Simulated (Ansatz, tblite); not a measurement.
# BH2(CH2SiH3) (CH7BSi): charged states by level of theory

What does removing or adding an electron cost or gain for BH2(CH2SiH3) (CH7BSi)? Each charged state is run at several levels.

Method: as each input shows; program: Ansatz 0.2.0, Gaussian basis.

Levels to be run: charge +1 doublet, at the geometry of the singlet (PBE0-D4/def2-TZVP, PBE-D4/def2-TZVP, r2SCAN-D4/def2-TZVP, CCSD(T)/def2-TZVPP); charge -1 doublet, at the geometry of the singlet (PBE0-D4/def2-TZVPD, PBE-D4/def2-TZVPD, r2SCAN-D4/def2-TZVPD, CCSD(T)/def2-TZVPD); the starting singlet's energies come from earlier runs.

### Step 1. The geometry

The geometry is that of the singlet, from an earlier relaxation (PBE0-D4/def2-TZVP).

10 atoms, charge 0, spin multiplicity 1.

Atoms are counted from 1 here; the program's logs count them from 0.

Bond lengths: B1–H2 1.198 Å, B1–H3 1.198 Å, B1–C4 1.533 Å, C4–Si5 1.896 Å, C4–H6 1.095 Å, C4–H7 1.095 Å, Si5–H8 1.486 Å, Si5–H9 1.486 Å, Si5–H10 1.486 Å. Angles: H2–B1–H3 118.7°, H2–B1–C4 120.6°, H3–B1–C4 120.6°, B1–C4–Si5 106.8°, B1–C4–H6 114.9°, B1–C4–H7 114.9°, Si5–C4–H6 104.2°, Si5–C4–H7 104.2°, H6–C4–H7 110.5°, C4–Si5–H8 110.9°, C4–Si5–H9 110.9°, C4–Si5–H10 108.7°, H8–Si5–H9 108.8°, H8–Si5–H10 108.7°, H9–Si5–H10 108.7°.

### Step 2. Charge +1 doublet at the fixed geometry, first pass, PBE0-D4/def2-SVP

Input file in.yaml:

```yaml
crystal:
  periodic: [false, false, false]
  atoms:
    - {symbol: B, position_ang: [0.713869, 1.189706, -0.651518]}
    - {symbol: H, position_ang: [1.903573, 1.202605, -0.507553]}
    - {symbol: H, position_ang: [0.115987, 2.226933, -0.596947]}
    - {symbol: C, position_ang: [-0.037848, -0.136284, -0.813610]}
    - {symbol: Si, position_ang: [-0.468895, -0.737856, 0.932369]}
    - {symbol: H, position_ang: [-1.005893, -0.058606, -1.318388]}
    - {symbol: H, position_ang: [0.553543, -0.952086, -1.241030]}
    - {symbol: H, position_ang: [0.760908, -0.955431, 1.737443]}
    - {symbol: H, position_ang: [-1.332177, 0.246501, 1.635011]}
    - {symbol: H, position_ang: [-1.203067, -2.025481, 0.824243]}
basis:
  gaussian: {orbitals: def2-SVP}
total_charge: 1
magnetization: {spin_polarized: true, initial_magnetization: 1}
hamiltonian: {xc: pbe0, dispersion: d4}
output: {orbitals: {seedname: orbitals}}
```

On the command line:

```console
$ ansatz run in.yaml --threads 4 --pin off --events-out ev --progress --plain --max-ram 3916MiB
```

What it wrote:

```text
Functional definition: PBE0
  name "PBE0"
  cite "Adamo & Barone, J. Chem. Phys. 110, 6158 (1999) doi:10.1063/1.478522"
  cite "Perdew, Burke & Ernzerhof, Phys. Rev. Lett. 77, 3865 (1996) doi:10.1103/PhysRevLett.77.3865"
  parent pbe
  parameter a = 0.25
  parameter kappa = 0.804
  parameter beta = 0.06672455060314922
  exchange = (1 - a)*pbe_x(kappa = kappa, mu = beta*pi^2/3) + a*exact_x
  correlation = pbe_c(beta = beta)
914 factors; their error is unknown
mean field evaluation 1: about -9672.8025 eV, gradient 4.3e1 eV
mean field evaluation 2: about -9653.5548 eV, gradient 6.6e1 eV
mean field evaluation 4: about -9680.8518 eV, gradient 1.6e1 eV
mean field evaluation 8: about -9683.4333 eV, gradient 1.8e0 eV
mean field evaluation 16: about -9683.5764 eV, gradient 4.5e-2 eV
mean field evaluation 32: about -9683.5764 eV, gradient 4.6e-4 eV
mean field evaluation 64: about -9683.5345 eV, gradient 3.0e-1 eV
mean field -9683.57701852 eV, -355.8648916663 hartree, gradient 9.2e-6 eV, S^2 0.758689; 7 other end points of the search recorded, 0 dependent functions left out
reference -9683.57704424 eV, -355.8648926116 hartree; 16, 15 occupied and 65, 66 virtual orbitals, 914 factors
Total energy: -9683.68638030 eV, -355.8689106378 hartree
```

Wall time 3.7 s (4 threads of AMD EPYC 9B14, shared host).

From the report: HOMO -15.13 eV, LUMO -13.36 eV (over both spins); ⟨S²⟩ 0.759 (pure: 0.75).

### Step 3. Charge +1 doublet at the fixed geometry, PBE0-D4/def2-TZVP

start.molden holds the orbitals of an earlier run on this state, given as this run's starting guess.

in.yaml: that of step 2 with these lines changed.

```diff
@@ -14,3 +14,3 @@
 basis:
-  gaussian: {orbitals: def2-SVP}
+  gaussian: {orbitals: def2-TZVP, initial_orbitals: start.molden}
 total_charge: 1
@@ -18,2 +18,3 @@
 hamiltonian: {xc: pbe0, dispersion: d4}
+scf: {omitted_lower_state_checks: [starts]}
 output: {orbitals: {seedname: orbitals}}
```

Launched as before.

What it wrote (excerpt; [...] marks lines left out):

```text
Functional definition: PBE0
  name "PBE0"
  cite "Adamo & Barone, J. Chem. Phys. 110, 6158 (1999) doi:10.1063/1.478522"
  cite "Perdew, Burke & Ernzerhof, Phys. Rev. Lett. 77, 3865 (1996) doi:10.1103/PhysRevLett.77.3865"
  parent pbe
[...]
925 factors; their error is unknown
[...]
mean field -9688.34618353 eV, -356.0401552477 hartree, gradient 4.5e-6 eV, S^2 0.759143; 0 other end points of the search recorded, 0 dependent functions left out
reference -9688.34621985 eV, -356.0401565825 hartree; 16, 15 occupied and 125, 126 virtual orbitals, 925 factors
Total energy: -9688.45555591 eV, -356.0441746087 hartree
Checks for a lower state left out: starts
```

Wall time 3 s (4 threads of AMD EPYC 9B14, shared host).

Report: HOMO -15.14 eV, LUMO -13.25 eV (over both spins); ⟨S²⟩ 0.759 (pure: 0.75).

### Step 4. Charge +1 doublet at the fixed geometry, PBE-D4/def2-TZVP

in.yaml: that of step 3 with these lines changed.

```diff
@@ -17,3 +17,3 @@
 magnetization: {spin_polarized: true, initial_magnetization: 1}
-hamiltonian: {xc: pbe0, dispersion: d4}
+hamiltonian: {xc: pbe, dispersion: d4}
 scf: {omitted_lower_state_checks: [starts]}
```

Launched as before.

What it wrote:

```text
Functional definition: PBE
  name "PBE"
  cite "Perdew, Burke & Ernzerhof, Phys. Rev. Lett. 77, 3865 (1996) doi:10.1103/PhysRevLett.77.3865"
  parent pbe
  parameter kappa = 0.804
  parameter beta = 0.06672455060314922
  exchange = pbe_x(kappa = kappa, mu = beta*pi^2/3)
  correlation = pbe_c(beta = beta)
these checks for a lower state are left out or cut short: starts
909 factors; their error is unknown
mean field evaluation 1: about -9687.0628 eV, gradient 5.7e0 eV
mean field evaluation 2: about -9687.1691 eV, gradient 2.5e-1 eV
mean field evaluation 4: about -9687.1702 eV, gradient 5.6e-1 eV
mean field evaluation 8: about -9687.3189 eV, gradient 3.3e-2 eV
mean field evaluation 16: about -9687.3183 eV, gradient 6.0e-4 eV
mean field -9687.31826592 eV, -356.0023799725 hartree, gradient 5.2e-6 eV, S^2 0.752155; 0 other end points of the search recorded, 0 dependent functions left out
reference -9687.31831400 eV, -356.0023817393 hartree; 16, 15 occupied and 125, 126 virtual orbitals, 909 factors
Total energy: -9687.44913716 eV, -356.0071894017 hartree
Checks for a lower state left out: starts
```

Wall time 1.7 s (4 threads of AMD EPYC 9B14, shared host).

Report: HOMO -13.72 eV, LUMO -13.74 eV (over both spins; with the spin held, an empty level of the minority spin lies below the top filled one); ⟨S²⟩ 0.752 (pure: 0.75).

### Step 5. Charge +1 doublet at the fixed geometry, r2SCAN-D4/def2-TZVP

in.yaml: that of step 4 with these lines changed.

```diff
@@ -17,3 +17,3 @@
 magnetization: {spin_polarized: true, initial_magnetization: 1}
-hamiltonian: {xc: pbe, dispersion: d4}
+hamiltonian: {xc: r2scan, dispersion: d4}
 scf: {omitted_lower_state_checks: [starts]}
```

Same command.

What it wrote (excerpt; [...] marks lines left out):

```text
Functional definition: r2SCAN
  name "r2SCAN"
  cite "Furness, Kaplan, Ning, Perdew & Sun, J. Phys. Chem. Lett. 11, 8208 (2020) doi:10.1021/acs.jpclett.0c02405"
  cite "Furness, Kaplan, Ning, Perdew & Sun, J. Phys. Chem. Lett. 11, 9248 (2020) doi:10.1021/acs.jpclett.0c03077"
  parent r2scan
[...]
909 factors; their error is unknown
[...]
mean field -9692.34890291 eV, -356.1872524718 hartree, gradient 1.6e-5 eV, S^2 0.756775; 0 other end points of the search recorded, 0 dependent functions left out
reference -9692.34891949 eV, -356.1872530811 hartree; 16, 15 occupied and 125, 126 virtual orbitals, 909 factors
Total energy: -9692.37964360 eV, -356.1883821714 hartree
Checks for a lower state left out: starts
```

Run time: 3.3 s. Hardware: 4 threads of AMD EPYC 9B14, shared host.

Report: HOMO -14.04 eV, LUMO -13.85 eV (over both spins); ⟨S²⟩ 0.757 (pure: 0.75).

### Step 6. Charge +1 doublet at the fixed geometry, CCSD(T)/def2-TZVPP

in.yaml: that of step 5 with these lines changed.

```diff
@@ -14,7 +14,7 @@
 basis:
-  gaussian: {orbitals: def2-TZVP, initial_orbitals: start.molden}
+  gaussian: {orbitals: def2-TZVPP, initial_orbitals: start.molden}
 total_charge: 1
 magnetization: {spin_polarized: true, initial_magnetization: 1}
-hamiltonian: {xc: r2scan, dispersion: d4}
-scf: {omitted_lower_state_checks: [starts]}
+correlation: {method: ccsd_t}
+scf: {omitted_lower_state_checks: [starts, cluster_reference]}
 output: {orbitals: {seedname: orbitals}}
```

Launched as before.

What it wrote (excerpt; [...] marks lines left out):

```text
Functional definition: HF
  name "HF"
  cite "Fock, Z. Phys. 61, 126 (1930) doi:10.1007/BF01340294"
  parent pbe
[...]
1140 factors; integrals over basis functions are off by at most 1.1e-3 eV
[...]
mean field -9665.49265243 eV, -355.2003034706 hartree, gradient 2.4e-6 eV, S^2 0.769009; 0 other end points of the search recorded, 0 dependent functions left out
7 core orbitals not correlated: weight in the atoms' cores, before any rotation towards them, 1.000 or more for the frozen orbitals, at most 0.000 for the correlated occupied ones
reference -9665.49265243 eV, -355.2003034706 hartree; 9, 8 occupied and 186, 187 virtual orbitals, 1140 factors
second order -10.03230472 eV of doubles, -0.00000000 eV of singles
cycle   1  -11.11092510 eV  change    -1.1e0 eV  update   8.2e-2
[...]
cycle  17  -11.59015308 eV  change   -4.6e-6 eV  update   9.3e-6
perturbative correction -0.37350153 eV, -0.0137259279 hartree
Total energy: -9677.45630704 eV, -355.6399596681 hartree
Checks for a lower state left out: starts, cluster_reference
```

Run time: 5.5 min. Hardware: 4 threads of AMD EPYC 9B14, shared host; peak memory 2.3 GiB.

Report: Hartree-Fock HOMO -18.55 eV, LUMO -8.74 eV (over both spins); ⟨S²⟩ 0.769 (pure: 0.75); T1 0.030.

### Step 7. Vertical ionisation energy

Charged state less starting state, singlet to doublet; the starting state's energies are those of its earlier runs.

| method | vertical ionisation energy (eV) | from CCSD(T)/def2-TZVPP (eV) | time |
| --- | --- | --- | --- |
| HF/def2-TZVPP | 10.32 | -1.04 |  |
| PBE-D4/def2-TZVP | 10.80 | -0.56 | 2.3 s |
| r2SCAN-D4/def2-TZVP | 10.99 | -0.37 | 4.3 s |
| PBE0-D4/def2-TZVP | 11.18 | -0.18 | 3.7 s |
| MP2/def2-TZVPP | 11.51 | +0.15 |  |
| CCSD/def2-TZVPP | 11.30 | -0.06 |  |
| CCSD(T)/def2-TZVPP | 11.36 | 0 | 5.7 min |

Times add the two runs; a level without a time comes out of a correlated run.

Beside −ε(HOMO) of the starting state:

| level | −ε(HOMO) (eV) | by difference (eV) | mismatch (eV) |
| --- | --- | --- | --- |
| PBE-D4/def2-TZVP | 7.67 | 10.80 | -3.13 |
| r2SCAN-D4/def2-TZVP | 8.01 | 10.99 | -2.98 |
| PBE0-D4/def2-TZVP | 9.05 | 11.18 | -2.13 |

### Step 8. Charge -1 doublet at the fixed geometry, first pass, PBE0-D4/def2-SVP

in.yaml: that of step 6 with these lines changed.

```diff
@@ -14,7 +14,6 @@
 basis:
-  gaussian: {orbitals: def2-TZVPP, initial_orbitals: start.molden}
-total_charge: 1
+  gaussian: {orbitals: def2-SVP}
+total_charge: -1
 magnetization: {spin_polarized: true, initial_magnetization: 1}
-correlation: {method: ccsd_t}
-scf: {omitted_lower_state_checks: [starts, cluster_reference]}
+hamiltonian: {xc: pbe0, dispersion: d4}
 output: {orbitals: {seedname: orbitals}}
```

The command is unchanged.

What it wrote:

```text
Functional definition: PBE0
  name "PBE0"
  cite "Adamo & Barone, J. Chem. Phys. 110, 6158 (1999) doi:10.1063/1.478522"
  cite "Perdew, Burke & Ernzerhof, Phys. Rev. Lett. 77, 3865 (1996) doi:10.1103/PhysRevLett.77.3865"
  parent pbe
  parameter a = 0.25
  parameter kappa = 0.804
  parameter beta = 0.06672455060314922
  exchange = (1 - a)*pbe_x(kappa = kappa, mu = beta*pi^2/3) + a*exact_x
  correlation = pbe_c(beta = beta)
819 factors; integrals over basis functions are off by at most 1.1e-3 eV
mean field evaluation 1: about -9691.3851 eV, gradient 2.1e1 eV
mean field evaluation 2: about -9689.7812 eV, gradient 2.6e1 eV
mean field evaluation 4: about -9694.1030 eV, gradient 8.0e-1 eV
mean field evaluation 8: about -9694.1964 eV, gradient 6.3e-2 eV
mean field evaluation 16: about -9694.1964 eV, gradient 1.9e-4 eV
mean field -9694.19641801 eV, -356.2551473997 hartree, gradient 4.1e-5 eV, S^2 0.754511; 0 other end points of the search recorded, 0 dependent functions left out
reference -9694.19644699 eV, -356.2551484644 hartree; 17, 16 occupied and 64, 65 virtual orbitals, 819 factors
Total energy: -9694.37288947 eV, -356.2616326062 hartree
```

It took 0.8 s on 4 threads of AMD EPYC 9B14, shared host.

From the report: HOMO 2.59 eV, LUMO 5.73 eV (over both spins); ⟨S²⟩ 0.755 (pure: 0.75). Doubts: highest occupied level lies above zero.

### Step 9. Charge -1 doublet at the fixed geometry, PBE0-D4/def2-TZVPD

in.yaml: that of step 8 with these lines changed.

```diff
@@ -14,3 +14,3 @@
 basis:
-  gaussian: {orbitals: def2-SVP}
+  gaussian: {orbitals: def2-TZVPD, initial_orbitals: start.molden}
 total_charge: -1
@@ -18,2 +18,3 @@
 hamiltonian: {xc: pbe0, dispersion: d4}
+scf: {omitted_lower_state_checks: [starts]}
 output: {orbitals: {seedname: orbitals}}
```

The command is unchanged.

What it wrote:

```text
Functional definition: PBE0
  name "PBE0"
  cite "Adamo & Barone, J. Chem. Phys. 110, 6158 (1999) doi:10.1063/1.478522"
  cite "Perdew, Burke & Ernzerhof, Phys. Rev. Lett. 77, 3865 (1996) doi:10.1103/PhysRevLett.77.3865"
  parent pbe
  parameter a = 0.25
  parameter kappa = 0.804
  parameter beta = 0.06672455060314922
  exchange = (1 - a)*pbe_x(kappa = kappa, mu = beta*pi^2/3) + a*exact_x
  correlation = pbe_c(beta = beta)
these checks for a lower state are left out or cut short: starts
992 factors; their error is unknown
mean field evaluation 1: about -9697.3524 eV, gradient 6.0e1 eV
mean field evaluation 2: about -9699.1027 eV, gradient 2.2e0 eV
mean field evaluation 4: about -9699.2695 eV, gradient 2.0e-2 eV
mean field evaluation 8: about -9699.2652 eV, gradient 2.2e-5 eV
mean field -9699.26521954 eV, -356.4414224200 hartree, gradient 3.2e-5 eV, S^2 0.754452; 0 other end points of the search recorded, 0 dependent functions left out
reference -9699.26527194 eV, -356.4414243457 hartree; 17, 16 occupied and 163, 164 virtual orbitals, 992 factors
Total energy: -9699.44171443 eV, -356.4479084875 hartree
Checks for a lower state left out: starts
```

Wall time 2.2 s (4 threads of AMD EPYC 9B14, shared host).

Report: HOMO 1.85 eV, LUMO 3.50 eV (over both spins); ⟨S²⟩ 0.754 (pure: 0.75). Doubts: highest occupied level lies above zero.

### Step 10. Charge -1 doublet at the fixed geometry, PBE-D4/def2-TZVPD

in.yaml: that of step 9 with these lines changed.

```diff
@@ -17,3 +17,3 @@
 magnetization: {spin_polarized: true, initial_magnetization: 1}
-hamiltonian: {xc: pbe0, dispersion: d4}
+hamiltonian: {xc: pbe, dispersion: d4}
 scf: {omitted_lower_state_checks: [starts]}
```

Launched as before.

What it wrote:

```text
Functional definition: PBE
  name "PBE"
  cite "Perdew, Burke & Ernzerhof, Phys. Rev. Lett. 77, 3865 (1996) doi:10.1103/PhysRevLett.77.3865"
  parent pbe
  parameter kappa = 0.804
  parameter beta = 0.06672455060314922
  exchange = pbe_x(kappa = kappa, mu = beta*pi^2/3)
  correlation = pbe_c(beta = beta)
these checks for a lower state are left out or cut short: starts
971 factors; their error is unknown
mean field evaluation 1: about -9697.9438 eV, gradient 5.7e0 eV
mean field evaluation 2: about -9698.0197 eV, gradient 1.2e-1 eV
mean field evaluation 4: about -9698.0006 eV, gradient 2.1e-2 eV
mean field evaluation 8: about -9698.0006 eV, gradient 7.6e-5 eV
mean field -9698.00063060 eV, -356.3949496336 hartree, gradient 2.9e-5 eV, S^2 0.753073; 0 other end points of the search recorded, 0 dependent functions left out
reference -9698.00069663 eV, -356.3949520603 hartree; 17, 16 occupied and 163, 164 virtual orbitals, 971 factors
Total energy: -9698.21126649 eV, -356.4026903598 hartree
Checks for a lower state left out: starts
```

Run time: 1.9 s. Hardware: 4 threads of AMD EPYC 9B14, shared host.

HOMO 2.29 eV, LUMO 3.02 eV (over both spins); ⟨S²⟩ 0.753 (pure: 0.75). Doubts: highest occupied level lies above zero.

### Step 11. Charge -1 doublet at the fixed geometry, r2SCAN-D4/def2-TZVPD

in.yaml: that of step 10 with these lines changed.

```diff
@@ -17,3 +17,3 @@
 magnetization: {spin_polarized: true, initial_magnetization: 1}
-hamiltonian: {xc: pbe, dispersion: d4}
+hamiltonian: {xc: r2scan, dispersion: d4}
 scf: {omitted_lower_state_checks: [starts]}
```

Launched as before.

What it wrote:

```text
Functional definition: r2SCAN
  name "r2SCAN"
  cite "Furness, Kaplan, Ning, Perdew & Sun, J. Phys. Chem. Lett. 11, 8208 (2020) doi:10.1021/acs.jpclett.0c02405"
  cite "Furness, Kaplan, Ning, Perdew & Sun, J. Phys. Chem. Lett. 11, 9248 (2020) doi:10.1021/acs.jpclett.0c03077"
  parent r2scan
  parameter k0 = 0.174
  parameter k1 = 0.065
  parameter a1 = 4.9479
  exchange = r2scan_x(k0 = k0, k1 = k1, a1 = a1)
  correlation = r2scan_c
these checks for a lower state are left out or cut short: starts
971 factors; their error is unknown
mean field evaluation 1: about -9703.1515 eV, gradient 3.7e0 eV
mean field evaluation 2: about -9703.1840 eV, gradient 4.3e-2 eV
mean field evaluation 4: about -9703.1646 eV, gradient 8.5e-4 eV
mean field -9703.16458436 eV, -356.5847214339 hartree, gradient 4.9e-5 eV, S^2 0.757310; 0 other end points of the search recorded, 0 dependent functions left out
reference -9703.16461834 eV, -356.5847226829 hartree; 17, 16 occupied and 163, 164 virtual orbitals, 971 factors
Total energy: -9703.21617410 eV, -356.5866173221 hartree
Checks for a lower state left out: starts
```

It took 3 s on 4 threads of AMD EPYC 9B14, shared host.

Report: HOMO 2.29 eV, LUMO 3.37 eV (over both spins); ⟨S²⟩ 0.757 (pure: 0.75). Doubts: highest occupied level lies above zero.

### Step 12. Charge -1 doublet at the fixed geometry, CCSD(T)/def2-TZVPD

in.yaml: that of step 11 with these lines changed.

```diff
@@ -17,4 +17,4 @@
 magnetization: {spin_polarized: true, initial_magnetization: 1}
-hamiltonian: {xc: r2scan, dispersion: d4}
-scf: {omitted_lower_state_checks: [starts]}
+correlation: {method: ccsd_t}
+scf: {omitted_lower_state_checks: [starts, cluster_reference]}
 output: {orbitals: {seedname: orbitals}}
```

The command is unchanged.

What it wrote (excerpt; [...] marks lines left out):

```text
Functional definition: HF
  name "HF"
  cite "Fock, Z. Phys. 61, 126 (1930) doi:10.1007/BF01340294"
  parent pbe
[...]
1254 factors; integrals over basis functions are off by at most 1.1e-3 eV
[...]
mean field -9674.51069610 eV, -355.5317104627 hartree, gradient 2.3e-6 eV, S^2 0.760223; 0 other end points of the search recorded, 0 dependent functions left out
7 core orbitals not correlated: weight in the atoms' cores, before any rotation towards them, 1.000 or more for the frozen orbitals, at most 0.000 for the correlated occupied ones
reference -9674.51069610 eV, -355.5317104627 hartree; 10, 9 occupied and 163, 164 virtual orbitals, 1254 factors
second order -11.51107675 eV of doubles, -0.00000000 eV of singles
cycle   1  -12.46303200 eV  change   -9.5e-1 eV  update   8.7e-2
[...]
cycle  16  -12.91565970 eV  change   -5.6e-7 eV  update   8.6e-6
perturbative correction -0.49737078 eV, -0.0182780389 hartree
Total energy: -9687.92372657 eV, -356.0246302410 hartree
Checks for a lower state left out: starts, cluster_reference
```

Run time: 3.7 min. Hardware: 4 threads of AMD EPYC 9B14, shared host; peak memory 1.9 GiB.

Report: Hartree-Fock HOMO 0.59 eV, LUMO 4.68 eV (over both spins); ⟨S²⟩ 0.760 (pure: 0.75); T1 0.020. Doubts: highest occupied level lies above zero.

### Step 13. Vertical electron affinity

Starting state less charged state (positive: the electron is bound), singlet to doublet; the starting state's energies are those of its earlier runs.

| method | vertical electron affinity (eV) | from CCSD(T)/def2-TZVPD (eV) | time |
| --- | --- | --- | --- |
| HF/def2-TZVPD | -1.27 | -0.81 |  |
| PBE-D4/def2-TZVPD | -0.05 | +0.41 | 2.8 s |
| r2SCAN-D4/def2-TZVPD | -0.16 | +0.30 | 4.4 s |
| PBE0-D4/def2-TZVPD | -0.21 | +0.25 | 3.1 s |
| MP2/def2-TZVPD | -0.51 | -0.05 |  |
| CCSD/def2-TZVPD | -0.54 | -0.08 |  |
| CCSD(T)/def2-TZVPD | -0.46 | 0 | 3.8 min |

Times add the two runs; a level without a time comes out of a correlated run.

Beside −ε(LUMO) of the starting state:

| level | −ε(LUMO) (eV) | by difference (eV) | mismatch (eV) |
| --- | --- | --- | --- |
| PBE-D4/def2-TZVPD | 2.36 | -0.05 | +2.41 |
| r2SCAN-D4/def2-TZVPD | 1.97 | -0.16 | +2.13 |
| PBE0-D4/def2-TZVPD | 1.39 | -0.21 | +1.60 |

### Step 14. What came out

| quantity | value |
| --- | --- |
| vertical ionisation energy, functionals in def2-TZVP | 10.80 (PBE-D4) to 11.18 eV (PBE0-D4) |
| vertical ionisation energy, CCSD(T)/def2-TZVPP | 11.36 eV |
| vertical electron affinity, functionals in def2-TZVPD | -0.21 (PBE0-D4) to -0.05 eV (PBE-D4) |
| vertical electron affinity, CCSD(T)/def2-TZVPD | -0.46 eV |

**Reading.** The vertical ionisation energy spans 10.80 to 11.18 eV over the functionals, beside 11.36 eV from CCSD(T)/def2-TZVPP. −ε(HOMO) misses the level's own difference by -2.13 eV at best (PBE0-D4) and -3.13 eV at worst (PBE-D4). The reference is CCSD(T) in one finite basis, so it carries an error of its own, often a tenth of an eV or more, and near misses can't be ranked. The vertical electron affinity spans -0.21 to -0.05 eV over the functionals, beside -0.46 eV from CCSD(T)/def2-TZVPD. A negative affinity means an unbound electron, held by the basis alone. −ε(LUMO) misses the level's own difference by +1.60 eV at best (PBE0-D4) and +2.41 eV at worst (PBE-D4).
